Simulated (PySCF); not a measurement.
## Structure from 2D NMR

Compound of formula C5H9F. Correlations simulated from computed shifts and couplings:

HSQC (one-bond C–H):
```csv
δH,δC,"¹J(C,H) (Hz)"
5.96,132.5,166
5.31,85.5,152
1.89,29.3,132
1.56,19.2,132
```

COSY cross peaks (|J| ≥ 2 Hz):
```csv
δH,δH,abs. J (Hz),bonds
5.96,5.31,3.9,3
5.96,1.89,2.0,4
5.31,1.89,3.0,5
5.31,1.56,2.3,5
```

HMBC (two and three bonds, |J| ≥ 2.5 Hz):
```csv
δH,δC [abs. J in Hz]
5.96,"29.3 [7.9], 19.2 [9.2]"
5.31,"138.5 [4.3], 132.5 [3.6]"
1.89,"138.5 [6.5], 132.5 [6.3], 19.2 [5.0]"
1.56,"138.5 [6.0], 132.5 [5.1], 29.3 [4.3]"
```

Carbons without hydrogens: δ 138.5.

PySCF calculation with geometry from GFN2-xTB, J couplings at B3LYP/pcJ-1 (spin–dipole term only in couplings to heteroatoms) and shieldings: GIAO PBE0/pcSseg-1; rapidly exchanging positions averaged, non-relativistic, a single conformation, isolated molecule.

δ = σ(ref) − σ, references computed at the same level: ¹H (31.72 ppm) and ¹³C (186.93 ppm) against TMS.

Exchangeable hydrogens are left out of these lists, and C,H couplings along chains are those of one rotamer, so weak HMBC peaks may be missing or extra.

Q: Which molecule is this?

A: `CC(C)=CCF`.

Atom-mapped SMILES (the numbers label the heavy atoms): `[CH3:1][C:2]([CH3:3])=[CH:4][CH2:5][F:6]`. Each H is labelled by its parent atom.

- δC 138.5 is C2, a fully substituted alkene carbon.
- δC 132.5 is C4, an alkene CH (δH 5.96).
- δC 85.5 is C5, an allylic sp3 CH2 bonded to F (δH 5.31).
- δC 29.3 is C1, an allylic methyl carbon (δH 1.89).
- δC 19.2 is C3, an allylic methyl carbon (δH 1.56).
- HMBC from δH 5.31 reaches the proton-free carbon C2.
- HMBC from δH 1.89 reaches the proton-free carbon C2.
- HMBC from δH 1.56 reaches the proton-free carbon C2.
- COSY links 5.96–5.31, 5.96–1.89, 5.31–1.89, 5.31–1.56.

This is the structure that produced the data.

Common functionals overestimate the size of one-bond C–F couplings by tens of Hz; these are unscaled. Unscaled 3J(H,H) at this level run about 10 % above measured values. Shifts are as computed. Against solution values, carbons near 30 ppm lie about +3 ppm off and those near 130 ppm about +5 ppm. Of 1211 compounds with measured shifts, 218 miss one by over three times the rms of a fit or turn the order of signals round; such compounds aren't used in these exercises. Couplings across =CH–CH2 type bonds come from one rotamer and its mirror image, and can be 1–2 Hz further off. 3J across rotatable bonds or in flexible rings reflects this conformer alone.
